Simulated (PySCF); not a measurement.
Gas-phase reaction: 2 CH3CF3 + 6 CH3 → 3 F2 + 2 CH3C(CH3)2CH3

Energies from PySCF, thermal terms from the rigid-rotor harmonic-oscillator model, ideal gas at 1 bar. † marks an energy on the PBE0/def2-TZVP geometry and frequencies; other levels use their own. MP2 freezes the core. 6-31G* has spherical d functions here. Open shells (unrestricted): CH3 (multiplicity 2); the rest are closed-shell singlets. B3LYP is the form with VWN-RPA correlation. MP2 isn't extrapolated to the basis-set limit; its ΔH°(298 K) is 330.2 kJ in def2-SVP and 316.1 kJ in def2-TZVPP. The harmonic model lacks anharmonicity and excited electronic states, which grow with temperature; levels with a mode under 35 cm⁻¹ are left out. Internal rotation in CH3CF3, CH3C(CH3)2CH3 is treated as a harmonic vibration of one conformer, which makes the entropy rough.

```tsv
level	ΔE electronic, kJ	ΔH°(298 K), kJ	ΔS°(298 K), J/K	ΔG°(2500 K), kJ
B3LYP/6-31G*	267	353	-529	1687
B3LYP/def2-TZVP†	327	411	-524	1725
BLYP/def2-TZVP†	278	363	-524	1677
HF/6-31G*	789	891	-550	2305
M06-2X/def2-TZVP†	283	368	-524	1682
MP2/def2-SVP†	245	330	-524	1644
MP2/def2-TZVPP†	231	316	-524	1630
PBE/def2-SVP	182	263	-529	1585
LDA/def2-TZVP†	14	98	-524	1412
ωB97X-V/def2-TZVP†	215	300	-524	1614
```
ΔH° is lowest at LDA/def2-TZVP† and highest at HF/6-31G*. No reference value is set beside these.
